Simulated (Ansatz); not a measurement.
Q: Name a neutral molecule of Si and H with size of the dipole moment (ωB97M-V/def2-TZVPP) between 0.00 and 0.30 D and HOMO energy (PBE0/def2-TZVPP) between -7.00 and -6.70 eV (Ansatz, PBE0-D4/def2-TZVP geometry).

A: `[SiH2]1[SiH2][SiH2]1` (0.00 D, -6.94 eV). Other molecules can fit too; these were computed, each in one conformer that needn't be the lowest.
